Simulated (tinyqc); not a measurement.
Inside a calculation (part 1 of 2). Method: UHF in the sto-3g basis, for CH2, spin multiplicity 3. Computed by tinyqc, a small Python program that keeps every step (integrals from PySCF). Settings: charge = 0, multiplicity = 3, basis = sto-3g, energy threshold = 1e-09, iteration cap = 63, orthogonalisation = symmetric, start = core, DIIS depth = 6, method = UHF. Command: `OMP_NUM_THREADS=1 python tinyqc.py 30043 30044 out.jsonl` (the two numbers bound the seeds that draw the settings). One thread of a shared host (Intel(R) Xeon(R) Processor @ 2.60GHz), about 0.1 s of CPU time with the checks. Later iterations appear only in the table of the cycle.

## One-electron integrals

Geometry (angstrom):
```
atom,x,y,z
C,0.000000,0.000000,0.000000
H,0.000000,0.909000,0.526000
H,0.000000,-0.909000,0.526000
```

Basis sto-3g: exponents (1/bohr^2) and contraction coefficients of normalised primitives:
```
element,l (shell),exponent,coefficient
C,s (1),71.616837,0.154329
C,s (1),13.045096,0.535328
C,s (1),3.530512,0.444635
C,s (2),2.941249,-0.099967
C,s (2),0.683483,0.399513
C,s (2),0.222290,0.700115
C,p (3),2.941249,0.155916
C,p (3),0.683483,0.607684
C,p (3),0.222290,0.391957
H,s (1),3.425251,0.154329
H,s (1),0.623914,0.535328
H,s (1),0.168855,0.444635
```

Overlap, kinetic and nuclear-attraction integrals over the contracted functions; the nuclear repulsion is the sum of Za Zb / Rab.

nuclear repulsion = 6.33756308 hartree

overlap S, lower triangle:
```
,1C 1s,1C 2s,1C 2px,1C 2py,1C 2pz,2H 1s,3H 1s
1C 1s,1.000000
1C 2s,0.248362,1.000000
1C 2px,0.000000,0.000000,1.000000
1C 2py,0.000000,0.000000,0.000000,1.000000
1C 2pz,0.000000,0.000000,0.000000,0.000000,1.000000
2H 1s,0.068337,0.513866,0.000000,0.415932,0.240682,1.000000
3H 1s,0.068337,0.513866,0.000000,-0.415932,0.240682,0.159553,1.000000
```

kinetic energy T (hartree), lower triangle:
```
,1C 1s,1C 2s,1C 2px,1C 2py,1C 2pz,2H 1s,3H 1s
1C 1s,15.891122
1C 2s,-0.085890,0.472250
1C 2px,0.000000,0.000000,1.477728
1C 2py,0.000000,0.000000,0.000000,1.477728
1C 2pz,0.000000,0.000000,0.000000,0.000000,1.477728
2H 1s,-0.008780,0.120323,0.000000,0.247718,0.143344,0.760032
3H 1s,-0.008780,0.120323,0.000000,-0.247718,0.143344,-0.006678,0.760032
```

nuclear attraction V (hartree), lower triangle:
```
,1C 1s,1C 2s,1C 2px,1C 2py,1C 2pz,2H 1s,3H 1s
1C 1s,-34.660489
1C 2s,-4.442515,-6.163672
1C 2px,0.000000,0.000000,-6.031276
1C 2py,0.000000,0.000000,0.000000,-6.235443
1C 2pz,-0.018274,-0.182642,0.000000,0.000000,-6.099641
2H 1s,-1.248901,-2.746201,0.000000,-2.064345,-1.241002,-4.464398
3H 1s,-1.248901,-2.746201,0.000000,2.064345,-1.241002,-0.791748,-4.464398
```

core Hamiltonian H = T + V (hartree), lower triangle:
```
,1C 1s,1C 2s,1C 2px,1C 2py,1C 2pz,2H 1s,3H 1s
1C 1s,-18.769367
1C 2s,-4.528405,-5.691422
1C 2px,0.000000,0.000000,-4.553548
1C 2py,0.000000,0.000000,0.000000,-4.757715
1C 2pz,-0.018274,-0.182642,0.000000,0.000000,-4.621913
2H 1s,-1.257680,-2.625878,0.000000,-1.816627,-1.097658,-3.704366
3H 1s,-1.257680,-2.625878,0.000000,1.816627,-1.097658,-0.798425,-3.704366
```

## Two-electron integrals

Functions are numbered as in S; the eight-fold symmetry (ij|kl) = (ji|kl) = (kl|ij) leaves the list below.

Two-electron integrals (ij|kl) in chemists' order, unique and non-zero (hartree):
```
i,j,k,l,(ij|kl)
1,1,1,1,3.541948
2,1,1,1,0.576921
2,1,2,1,0.111888
2,2,1,1,0.854682
2,2,2,1,0.205284
2,2,2,2,0.624709
3,1,3,1,0.020296
3,2,3,1,0.030858
3,2,3,2,0.137996
3,3,1,1,0.852436
3,3,2,1,0.205335
3,3,2,2,0.624568
3,3,3,3,0.672833
4,1,4,1,0.020296
4,2,4,1,0.030858
4,2,4,2,0.137996
4,3,4,3,0.036269
4,4,1,1,0.852436
4,4,2,1,0.205335
4,4,2,2,0.624568
4,4,3,3,0.600295
4,4,4,4,0.672833
5,1,5,1,0.020296
5,2,5,1,0.030858
5,2,5,2,0.137996
5,3,5,3,0.036269
5,4,5,4,0.036269
5,5,1,1,0.852436
5,5,2,1,0.205335
5,5,2,2,0.624568
5,5,3,3,0.600295
5,5,4,4,0.600295
5,5,5,5,0.672833
6,1,1,1,0.160321
6,1,2,1,0.030872
6,1,2,2,0.056425
6,1,3,3,0.056233
6,1,4,1,0.001648
6,1,4,2,0.003041
6,1,4,4,0.056679
6,1,5,1,0.000954
6,1,5,2,0.001759
6,1,5,4,0.000258
6,1,5,5,0.056382
6,1,6,1,0.008713
6,2,1,1,0.353595
6,2,2,1,0.085911
6,2,2,2,0.284067
6,2,3,3,0.277568
6,2,4,1,0.007067
6,2,4,2,0.046906
6,2,4,4,0.291984
6,2,5,1,0.004090
6,2,5,2,0.027142
6,2,5,4,0.008342
6,2,5,5,0.282395
6,2,6,1,0.024666
6,2,6,2,0.163942
6,3,3,1,0.009114
6,3,3,2,0.046844
6,3,4,3,0.009399
6,3,5,3,0.005439
6,3,6,3,0.021198
6,4,1,1,0.250554
6,4,2,1,0.061709
6,4,2,2,0.216380
6,4,3,3,0.205402
6,4,4,1,0.013575
6,4,4,2,0.080292
6,4,4,4,0.234622
6,4,5,1,0.002581
6,4,5,2,0.019355
6,4,5,4,0.011470
6,4,5,5,0.208892
6,4,6,1,0.018627
6,4,6,2,0.148571
6,4,6,4,0.153423
6,5,1,1,0.144985
6,5,2,1,0.035708
6,5,2,2,0.125210
6,5,3,3,0.118857
6,5,4,1,0.002581
6,5,4,2,0.019355
6,5,4,4,0.124888
6,5,5,1,0.010608
6,5,5,2,0.058044
6,5,5,4,0.012889
6,5,5,5,0.131755
6,5,6,1,0.010779
6,5,6,2,0.085972
6,5,6,4,0.076513
6,5,6,5,0.065473
6,6,1,1,0.490275
6,6,2,1,0.121175
6,6,2,2,0.452331
6,6,3,3,0.428193
6,6,4,1,0.013295
6,6,4,2,0.115427
6,6,4,4,0.482079
6,6,5,1,0.007694
6,6,5,2,0.066793
6,6,5,4,0.031181
6,6,5,5,0.446237
6,6,6,1,0.035408
6,6,6,2,0.320475
6,6,6,4,0.321992
6,6,6,5,0.186323
6,6,6,6,0.774606
7,1,1,1,0.160321
7,1,2,1,0.030872
7,1,2,2,0.056425
7,1,3,3,0.056233
7,1,4,1,-0.001648
7,1,4,2,-0.003041
7,1,4,4,0.056679
7,1,5,1,0.000954
7,1,5,2,0.001759
7,1,5,4,-0.000258
7,1,5,5,0.056382
7,1,6,1,0.008427
7,1,6,2,0.023129
7,1,6,4,0.015763
7,1,6,5,0.010114
7,1,6,6,0.032379
7,1,7,1,0.008713
7,2,1,1,0.353595
7,2,2,1,0.085911
7,2,2,2,0.284067
7,2,3,3,0.277568
7,2,4,1,-0.007067
7,2,4,2,-0.046906
7,2,4,4,0.291984
7,2,5,1,0.004090
7,2,5,2,0.027142
7,2,5,4,-0.008342
7,2,5,5,0.282395
7,2,6,1,0.023129
7,2,6,2,0.120192
7,2,6,4,0.077542
7,2,6,5,0.061278
7,2,6,6,0.186050
7,2,7,1,0.024666
7,2,7,2,0.163942
7,3,3,1,0.009114
7,3,3,2,0.046844
7,3,4,3,-0.009399
7,3,5,3,0.005439
7,3,6,3,0.014608
7,3,7,3,0.021198
7,4,1,1,-0.250554
7,4,2,1,-0.061709
7,4,2,2,-0.216380
7,4,3,3,-0.205402
7,4,4,1,0.013575
7,4,4,2,0.080292
7,4,4,4,-0.234622
7,4,5,1,-0.002581
7,4,5,2,-0.019355
7,4,5,4,0.011470
7,4,5,5,-0.208892
7,4,6,1,-0.015763
7,4,6,2,-0.077542
7,4,6,4,-0.036599
7,4,6,5,-0.038682
7,4,6,6,-0.109148
7,4,7,1,-0.018627
7,4,7,2,-0.148571
7,4,7,4,0.153423
7,5,1,1,0.144985
7,5,2,1,0.035708
7,5,2,2,0.125210
7,5,3,3,0.118857
7,5,4,1,-0.002581
7,5,4,2,-0.019355
7,5,4,4,0.124888
7,5,5,1,0.010608
7,5,5,2,0.058044
7,5,5,4,-0.012889
7,5,5,5,0.131755
7,5,6,1,0.010114
7,5,6,2,0.061278
7,5,6,4,0.038682
7,5,6,5,0.045203
7,5,6,6,0.101132
7,5,7,1,0.010779
7,5,7,2,0.085972
7,5,7,4,-0.076513
7,5,7,5,0.065473
7,6,1,1,0.100200
7,6,2,1,0.024395
7,6,2,2,0.082968
7,6,3,3,0.080889
7,6,4,4,0.083482
7,6,5,1,0.001949
7,6,5,2,0.013570
7,6,5,5,0.084456
7,6,6,1,0.006830
7,6,6,2,0.042991
7,6,6,4,0.033690
7,6,6,5,0.024786
7,6,6,6,0.078403
7,6,7,1,0.006830
7,6,7,2,0.042991
7,6,7,4,-0.033690
7,6,7,5,0.024786
7,6,7,6,0.013546
7,7,1,1,0.490275
7,7,2,1,0.121175
7,7,2,2,0.452331
7,7,3,3,0.428193
7,7,4,1,-0.013295
7,7,4,2,-0.115427
7,7,4,4,0.482079
7,7,5,1,0.007694
7,7,5,2,0.066793
7,7,5,4,-0.031181
7,7,5,5,0.446237
7,7,6,1,0.032379
7,7,6,2,0.186050
7,7,6,4,0.109148
7,7,6,5,0.101132
7,7,6,6,0.289165
7,7,7,1,0.035408
7,7,7,2,0.320475
7,7,7,4,-0.321992
7,7,7,5,0.186323
7,7,7,6,0.078403
7,7,7,7,0.774606
```

## Orthogonalisation

S = U s U^T; symmetric (Loewdin) form X = U s^(-1/2) U^T, so that X^T S X = 1.

eigenvalues of S: 0.258440  0.326622  0.877475  1.000000  1.083677  1.513826  1.939961

X, lower triangle:
```
,1C 1s,1C 2s,1C 2px,1C 2py,1C 2pz,2H 1s,3H 1s
1C 1s,1.027201
1C 2s,-0.157222,1.350485
1C 2px,0.000000,0.000000,1.000000
1C 2py,0.000000,0.000000,0.000000,1.218295
1C 2pz,-0.012792,0.149717,0.000000,0.000000,1.068711
2H 1s,0.026734,-0.386441,0.000000,-0.328273,-0.177908,1.305507
3H 1s,0.026734,-0.386441,0.000000,0.328273,-0.177908,-0.038715,1.305507
```

## Starting guess

The start is the orbitals of the core Hamiltonian; D(s) = C_occ C_occ^T for each spin.

D(alpha) at the start, lower triangle:
```
,1C 1s,1C 2s,1C 2px,1C 2py,1C 2pz,2H 1s,3H 1s
1C 1s,1.075104
1C 2s,-0.326895,1.408902
1C 2px,0.000000,0.000000,1.000000
1C 2py,0.000000,0.000000,0.000000,1.295102
1C 2pz,-0.031709,0.193582,0.000000,0.000000,1.103218
2H 1s,0.046781,-0.193194,0.000000,-0.212651,-0.129790,0.071319
3H 1s,0.046781,-0.193194,0.000000,0.212651,-0.129790,0.001487,0.071319
```

D(beta) at the start, lower triangle:
```
,1C 1s,1C 2s,1C 2px,1C 2py,1C 2pz,2H 1s,3H 1s
1C 1s,1.062887
1C 2s,-0.277115,1.206061
1C 2px,0.000000,0.000000,0.000000
1C 2py,0.000000,0.000000,0.000000,1.295102
1C 2pz,-0.130976,0.598070,0.000000,0.000000,0.296617
2H 1s,0.050132,-0.206850,0.000000,-0.212651,-0.102558,0.070400
3H 1s,0.050132,-0.206850,0.000000,0.212651,-0.102558,0.000567,0.070400
```

## Iteration 1: building the Fock matrix

J_ij = sum D_kl (ij|kl) with D = D(alpha) + D(beta), K_ij = sum D_kl (ik|jl) for each spin; F = H + J - K(s); E = tr D H + tr D J / 2 - 0.5 sum_s tr D(s) K(s) + E_nn.

Coulomb J (hartree), lower triangle:
```
,1C 1s,1C 2s,1C 2px,1C 2py,1C 2pz,2H 1s,3H 1s
1C 1s,12.439087
1C 2s,2.430502,5.540914
1C 2px,0.000000,0.000000,5.515153
1C 2py,0.000000,0.000000,0.000000,5.567577
1C 2pz,0.024017,0.097814,0.000000,0.000000,5.523695
2H 1s,0.673219,2.458975,0.000000,1.834135,1.087150,3.748080
3H 1s,0.673219,2.458975,0.000000,-1.834135,1.087150,0.713698,3.748080
```

exchange K(alpha) (hartree), lower triangle:
```
,1C 1s,1C 2s,1C 2px,1C 2py,1C 2pz,2H 1s,3H 1s
1C 1s,3.662903
1C 2s,0.677117,1.101496
1C 2px,0.000000,0.000000,0.913640
1C 2py,0.000000,0.000000,0.000000,0.900480
1C 2pz,0.000197,-0.002720,0.000000,0.000000,0.908829
2H 1s,0.195935,0.437862,0.000000,0.248360,0.141560,0.291490
3H 1s,0.195935,0.437862,0.000000,-0.248360,0.141560,0.129647,0.291490
```

exchange K(beta) (hartree), lower triangle:
```
,1C 1s,1C 2s,1C 2px,1C 2py,1C 2pz,2H 1s,3H 1s
1C 1s,3.618242
1C 2s,0.619717,0.732615
1C 2px,0.000000,0.000000,0.184476
1C 2py,0.000000,0.000000,0.000000,0.806621
1C 2pz,0.012666,0.296659,0.000000,0.000000,0.315806
2H 1s,0.179782,0.346304,0.000000,0.229645,0.169826,0.254970
3H 1s,0.179782,0.346304,0.000000,-0.229645,0.169826,0.104406,0.254970
```

F(alpha) (hartree), lower triangle:
```
,1C 1s,1C 2s,1C 2px,1C 2py,1C 2pz,2H 1s,3H 1s
1C 1s,-9.993183
1C 2s,-2.775020,-1.252004
1C 2px,0.000000,0.000000,0.047965
1C 2py,0.000000,0.000000,0.000000,-0.090619
1C 2pz,0.005546,-0.082108,0.000000,0.000000,-0.007046
2H 1s,-0.780396,-0.604765,0.000000,-0.230852,-0.152068,-0.247776
3H 1s,-0.780396,-0.604765,0.000000,0.230852,-0.152068,-0.214375,-0.247776
```

F(beta) (hartree), lower triangle:
```
,1C 1s,1C 2s,1C 2px,1C 2py,1C 2pz,2H 1s,3H 1s
1C 1s,-9.948523
1C 2s,-2.717620,-0.883123
1C 2px,0.000000,0.000000,0.777129
1C 2py,0.000000,0.000000,0.000000,0.003241
1C 2pz,-0.006923,-0.381487,0.000000,0.000000,0.585977
2H 1s,-0.764243,-0.513207,0.000000,-0.212137,-0.180333,-0.211257
3H 1s,-0.764243,-0.513207,0.000000,0.212137,-0.180333,-0.189134,-0.211257
```

total energy of this density = -36.94013739 hartree

## Iteration 1: diagonalisation and new density

Diagonalise F' = X^T F X, C = X C', fill 5 alpha and 3 beta electrons from the bottom; D(s) = C_occ C_occ^T. Each column has its largest component positive (the first on a tie).

F' = X^T F X (alpha) (hartree), lower triangle:
```
,1,2,3,4,5,6,7
1,-9.755343
2,-1.518423,-0.415676
3,0.000000,0.000000,0.047965
4,0.000000,0.000000,0.000000,0.227602
5,-0.009323,0.096975,0.000000,0.000000,0.090181
6,-0.136412,-0.415749,0.000000,-0.376830,-0.200494,0.252432
7,-0.136412,-0.415749,0.000000,0.376830,-0.200494,-0.075157,0.252432
```

orbital energies (alpha) (hartree): MO1 -10.003871, MO2 -0.586630, MO3 -0.257663, MO4 -0.029605, MO5 0.047965, MO6 0.716544, MO7 0.812854

coefficients C (alpha):
```
,MO1,MO2,MO3,MO4,MO5,MO6,MO7
1C 1s,0.990099,-0.243440,0.000000,0.106214,0.000000,-0.174967,0.000000
1C 2s,0.043030,0.747669,0.000000,-0.497912,0.000000,1.166550,0.000000
1C 2px,0.000000,0.000000,0.000000,0.000000,1.000000,0.000000,0.000000
1C 2py,0.000000,0.000000,0.588230,0.000000,0.000000,0.000000,1.163509
1C 2pz,0.004216,0.116480,0.000000,0.839706,0.000000,0.713675,0.000000
2H 1s,-0.009776,0.219307,0.397231,0.208409,0.000000,-0.944700,-0.923816
3H 1s,-0.009776,0.219307,-0.397231,0.208409,0.000000,-0.944700,0.923816
```

F' = X^T F X (beta) (hartree), lower triangle:
```
,1,2,3,4,5,6,7
1,-9.718060
2,-1.510777,-0.035578
3,0.000000,0.000000,0.777129
4,0.000000,0.000000,0.000000,0.339405
5,0.017038,-0.192669,0.000000,0.000000,0.695890
6,-0.138288,-0.388885,0.000000,-0.384663,-0.227296,0.261624
7,-0.138288,-0.388885,0.000000,0.384663,-0.227296,-0.073540,0.261624
```

orbital energies (beta) (hartree): MO1 -9.955896, MO2 -0.436272, MO3 -0.206716, MO4 0.660812, MO5 0.777129, MO6 0.861692, MO7 0.881285

coefficients C (beta):
```
,MO1,MO2,MO3,MO4,MO5,MO6,MO7
1C 1s,0.991980,-0.201530,0.000000,-0.227747,0.000000,-0.070336,0.000000
1C 2s,0.035314,0.559371,0.000000,1.200714,0.000000,0.643241,0.000000
1C 2px,0.000000,0.000000,0.000000,0.000000,1.000000,0.000000,0.000000
1C 2py,0.000000,0.000000,0.530872,0.000000,0.000000,0.000000,1.190774
1C 2pz,0.005371,0.253107,0.000000,-0.261020,0.000000,1.046805,0.000000
2H 1s,-0.008187,0.310240,0.441748,-0.643745,0.000000,-0.688011,-0.903376
3H 1s,-0.008187,0.310240,-0.441748,-0.643745,0.000000,-0.688011,0.903376
```

D(alpha) after iteration 1, lower triangle:
```
,1C 1s,1C 2s,1C 2px,1C 2py,1C 2pz,2H 1s,3H 1s
1C 1s,1.050841
1C 2s,-0.192294,0.808778
1C 2px,0.000000,0.000000,1.000000
1C 2py,0.000000,0.000000,0.000000,0.346015
1C 2pz,0.065007,-0.330830,0.000000,0.000000,0.718692
2H 1s,-0.040931,0.059779,0.000000,0.233663,0.200506,0.249418
3H 1s,-0.040931,0.059779,0.000000,-0.233663,0.200506,-0.066167,0.249418
```

D(beta) after iteration 1, lower triangle:
```
,1C 1s,1C 2s,1C 2px,1C 2py,1C 2pz,2H 1s,3H 1s
1C 1s,1.024639
1C 2s,-0.077699,0.314144
1C 2px,0.000000,0.000000,0.000000
1C 2py,0.000000,0.000000,0.000000,0.281825
1C 2pz,-0.045681,0.141771,0.000000,0.000000,0.064092
2H 1s,-0.070643,0.173250,0.000000,0.234511,0.078480,0.291457
3H 1s,-0.070643,0.173250,0.000000,-0.234511,0.078480,-0.098825,0.291457
```

## Iteration 2: building the Fock matrix

As before.

Coulomb J (hartree), lower triangle:
```
,1C 1s,1C 2s,1C 2px,1C 2py,1C 2pz,2H 1s,3H 1s
1C 1s,11.440694
1C 2s,2.207217,5.116597
1C 2px,0.000000,0.000000,5.066730
1C 2py,0.000000,0.000000,0.000000,5.171858
1C 2pz,0.016854,0.142323,0.000000,0.000000,5.094675
2H 1s,0.611477,2.353729,0.000000,1.800668,1.081978,3.849795
3H 1s,0.611477,2.353729,0.000000,-1.800668,1.081978,0.690431,3.849795
```

exchange K(alpha) (hartree), lower triangle:
```
,1C 1s,1C 2s,1C 2px,1C 2py,1C 2pz,2H 1s,3H 1s
1C 1s,3.619217
1C 2s,0.651985,1.014143
1C 2px,0.000000,0.000000,0.864015
1C 2py,0.000000,0.000000,0.000000,0.743056
1C 2pz,0.003356,-0.037728,0.000000,0.000000,0.809985
2H 1s,0.186307,0.508969,0.000000,0.367353,0.219058,0.643710
3H 1s,0.186307,0.508969,0.000000,-0.367353,0.219058,0.150855,0.643710
```

exchange K(beta) (hartree), lower triangle:
```
,1C 1s,1C 2s,1C 2px,1C 2py,1C 2pz,2H 1s,3H 1s
1C 1s,3.563085
1C 2s,0.601662,0.623639
1C 2px,0.000000,0.000000,0.121779
1C 2py,0.000000,0.000000,0.000000,0.623457
1C 2pz,0.002112,0.248915,0.000000,0.000000,0.232606
2H 1s,0.170066,0.429243,0.000000,0.352485,0.218811,0.629968
3H 1s,0.170066,0.429243,0.000000,-0.352485,0.218811,0.125814,0.629968
```

F(alpha) (hartree), lower triangle:
```
,1C 1s,1C 2s,1C 2px,1C 2py,1C 2pz,2H 1s,3H 1s
1C 1s,-10.947890
1C 2s,-2.973174,-1.588967
1C 2px,0.000000,0.000000,-0.350833
1C 2py,0.000000,0.000000,0.000000,-0.328913
1C 2pz,-0.004776,-0.002591,0.000000,0.000000,-0.337222
2H 1s,-0.832511,-0.781118,0.000000,-0.383312,-0.234738,-0.498281
3H 1s,-0.832511,-0.781118,0.000000,0.383312,-0.234738,-0.258850,-0.498281
```

F(beta) (hartree), lower triangle:
```
,1C 1s,1C 2s,1C 2px,1C 2py,1C 2pz,2H 1s,3H 1s
1C 1s,-10.891758
1C 2s,-2.922851,-1.198463
1C 2px,0.000000,0.000000,0.391402
1C 2py,0.000000,0.000000,0.000000,-0.209314
1C 2pz,-0.003532,-0.289235,0.000000,0.000000,0.240157
2H 1s,-0.816270,-0.701392,0.000000,-0.368444,-0.234491,-0.484539
3H 1s,-0.816270,-0.701392,0.000000,0.368444,-0.234491,-0.233808,-0.484539
```

total energy of this density = -38.42760017 hartree

## Iteration 2: DIIS over 2 matrices

error matrix X^T (FDS - SDF) X (alpha):
```
,1,2,3,4,5,6,7
1,0.000000,-0.013418,0.000000,0.000000,-0.010719,0.011737,0.011737
2,0.013418,0.000000,0.000000,0.000000,-0.003309,0.019728,0.019728
3,0.000000,0.000000,0.000000,0.000000,0.000000,0.000000,0.000000
4,0.000000,0.000000,0.000000,0.000000,0.000000,0.009116,-0.009116
5,0.010719,0.003309,0.000000,0.000000,0.000000,0.012865,0.012865
6,-0.011737,-0.019728,0.000000,-0.009116,-0.012865,0.000000,0.000000
7,-0.011737,-0.019728,0.000000,0.009116,-0.012865,0.000000,0.000000
```

B (overlaps of the stored error matrices):
```
,1,2
1,2.1408232e+00,1.1716109e-01
2,1.1716109e-01,1.5880065e-02
```

Minimise |sum c_i e_i|^2 with sum c_i = 1: solve [B -1; -1 0][c; lambda] = [0; -1] with B_ij = tr e_i^T e_j summed over both spins, and take F = sum c_i F_i.

DIIS coefficients: -0.052685  1.052685

extrapolated F(alpha) (hartree), lower triangle:
```
,1C 1s,1C 2s,1C 2px,1C 2py,1C 2pz,2H 1s,3H 1s
1C 1s,-10.998189
1C 2s,-2.983614,-1.606720
1C 2px,0.000000,0.000000,-0.371844
1C 2py,0.000000,0.000000,0.000000,-0.341468
1C 2pz,-0.005320,0.001598,0.000000,0.000000,-0.354617
2H 1s,-0.835256,-0.790409,0.000000,-0.391345,-0.239094,-0.511478
3H 1s,-0.835256,-0.790409,0.000000,0.391345,-0.239094,-0.261193,-0.511478
```

extrapolated F(beta) (hartree), lower triangle:
```
,1C 1s,1C 2s,1C 2px,1C 2py,1C 2pz,2H 1s,3H 1s
1C 1s,-10.941452
1C 2s,-2.933664,-1.215077
1C 2px,0.000000,0.000000,0.371080
1C 2py,0.000000,0.000000,0.000000,-0.220513
1C 2pz,-0.003354,-0.284374,0.000000,0.000000,0.221938
2H 1s,-0.819011,-0.711306,0.000000,-0.376679,-0.237344,-0.498937
3H 1s,-0.819011,-0.711306,0.000000,0.376679,-0.237344,-0.236162,-0.498937
```
